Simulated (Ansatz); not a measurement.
Reaction (SMILES): [SH] (SH) → H atom + S atom
B3LYP-D3(BJ)/def2-TZVP geometries, fixed; electronic energies without zero-point terms.

The atomisation energy at MP2 with Ansatz (an electronic-structure program), in kcal/mol, split into its Hartree-Fock and correlation parts. Cores are frozen. Open shells are unrestricted. No added dispersion term, no relativity. Functions are those of the species that has most.

| basis | X | functions | Hartree-Fock | MP2 |
|---|---|---|---|---|
| aug-cc-pV(D+d)Z | 2 | 41 | 60.31 | 79.17 |
| aug-cc-pV(T+d)Z | 3 | 78 | 60.97 | 83.44 |
| aug-cc-pV(Q+d)Z | 4 | 135 | 61.09 | 84.83 |
| aug-cc-pV(5+d)Z | 5 | 216 | 61.12 | 85.33 |

Worked estimate of the basis-set limit from each neighbouring pair, with Hartree-Fock from the larger set and the correlation part extrapolated as X^-3.
Correlation parts: X = 2: 18.86, X = 3: 22.47, X = 4: 23.74, X = 5: 24.21.
- (2,3): (27·(22.47) - 8·(18.86))/19 = 23.99; with Hartree-Fock 60.97 the estimate is 84.96 kcal/mol.
- (3,4): (64·(23.74) - 27·(22.47))/37 = 24.67; with Hartree-Fock 61.09 the estimate is 85.76 kcal/mol.
- (4,5): (125·(24.21) - 64·(23.74))/61 = 24.70; with Hartree-Fock 61.12 the estimate is 85.82 kcal/mol.
The last two estimates differ by 0.07 kcal/mol; the largest set lies 0.49 from the last. Over the last step Hartree-Fock moves by 0.03 and the correlation part by 0.47.
